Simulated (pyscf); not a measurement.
Optimised with ωB97X-D3(BJ)/def2-SVP in PySCF.

**Question.** For H₃Si–N(SiH₃)–SiH₃ (SMILES [SiH3]N([SiH3])[SiH3]) + H₂ (SMILES [H][H]) → H₃Si–NH–SiH₃ (SMILES [SiH3]N[SiH3]) + SiH₄ (SMILES [SiH4]), a four-centre exchange (singlet surface; N–Si, H–H broken, H–N, H–Si formed), PBE/def2-TZVP gives ΔE‡ = 46.9 kcal/mol and ΔE = +5.8 kcal/mol (zero: the separated reactants). In which direction and how far do PBE0-D3(BJ)/def2-TZVP, M06-2X/def2-TZVP, ωB97M-D3(BJ)/def2-TZVP move these?

**Answer.** PBE0-D3(BJ): ΔE‡ = 48.9 kcal/mol, ΔE = +8.2 kcal/mol; M06-2X: ΔE‡ = 55.5 kcal/mol, ΔE = +11.2 kcal/mol; ωB97M-D3(BJ): ΔE‡ = 53.0 kcal/mol, ΔE = +8.2 kcal/mol. PBE's barrier lies under all of them, by 1.9 to 8.6 kcal/mol. Its reaction energy lies under all of them, by 2.3 to 5.3 kcal/mol. This is the saddle that the search found; another between the same sides may lie lower.
